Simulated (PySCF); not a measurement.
# Core-level binding energies of bicyclo[2.2.0]hexa-2,5-diene

Species: bicyclo[2.2.0]hexa-2,5-diene, C6H6.
SMILES with atom numbers: `[CH:1]1=[CH:2][C@H:3]2[CH:4]=[CH:5][C@@H:6]12`

Computed with delta-SCF UKS SCAN, pcX-2 on the ionised atom, pcseg-1 elsewhere, spin-free X2C in PySCF 2.14.0. Each binding energy is the total energy of the core-ionised species, with the hole localised on one atom, minus that of the ground state; both are solved self-consistently, so orbital relaxation is included.

Give the core binding energies atom by atom.

```
    atom(s)                 bonded to  level  binding energy (eV)  above the level's lowest (eV)  count
C1/C2/C4/C5  C (double bond), C and H   C 1s               290.25                           0.00      4
      C3/C6                 3 C and H   C 1s               290.69                          +0.44      2
```

Lowest listed C 1s: C1/C2/C4/C5, bonded to C (double bond), C and H. Highest, 0.44 eV above it: C3/C6, bonded to 3 C and H. Summing the Pauling electronegativity differences to the bonded atoms, each weighted by its formal bond order, gives -0.35 for the lowest site and -0.35 for the highest; the sum is the same at every site.

Give the binding energy of C 1s of C3/C6 in hartree and in kJ/mol.

290.69 eV = 10.6827 Eh = 28047 kJ/mol.

Which photon wavelength matches the C 1s of C3/C6 threshold?

λ = hc/E = 12398.42 eV Å / 290.69 eV = 42.652 Å.

Atoms equivalent by their bonding share one computed value, that of the first of them. Isolated species at its PBE0-D3(BJ)/def2-SVP geometry, gas phase.
